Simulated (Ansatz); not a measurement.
Geometry optimisation, Ansatz, RKS BLYP/6-31G.

Input file:

```yaml
crystal:
  periodic: [false, false, false]
  atoms:
    - { symbol: "N", position_ang: [-1.3888, 0.25, -1.0606] }
    - { symbol: Mg, position_ang: [-0.1119, 0.04, 0.5093] }
    - { symbol: S, position_ang: [1.4147, -0.2507, 2.348] }
    - { symbol: H, position_ang: [-1.92586, 1.19725, -0.88517] }
    - { symbol: H, position_ang: [-2.09904, -0.49466, -1.07198] }
    - { symbol: H, position_ang: [2.5083, -0.5405, 1.4874] }
basis:
  gaussian: { orbitals: "6-31G" }
hamiltonian:
  xc: blyp
relax:
  f_tol: 0.015
  max_steps: 40
```

Run as:

```bash
$ ansatz run input.yaml --threads 1 --pin off --max-ram 2048MiB --backend cpu --events-out ev --progress --plain --runs-dir out
```

Q: Where does it end, and by what steps?

A: The run converged. Limits of this set-up: no polarisation functions. After 6 steps the energy has fallen by 0.422 eV; N1 moved furthest, 0.36 Å.

```
step  energy less start (eV)  largest force component (eV/Å)  accepted
   0                  0.0000                           1.844       yes
   1                 -0.1851                           1.502       yes
   2                 -0.2868                           2.653       yes
   3                 -0.3969                           0.312       yes
   4                 -0.4218                           0.047       yes
   5                 -0.4221                           0.015       yes
   6                 -0.4223                           0.003       yes
```

```xyz
6
Properties=species:S:1:pos:R:3
N -1.521 0.272 -0.728
Mg -0.176 0.007 0.573
S 1.427 -0.327 2.285
H -1.809 1.177 -1.111
H -2.078 -0.469 -1.164
H 2.555 -0.457 1.472
```

Run time: 22 s on 1 thread of Intel(R) Xeon(R) Platinum 8259CL CPU @ 2.50GHz (Skylake/Cascade Lake) (shared host), peak memory 0.13 GiB.
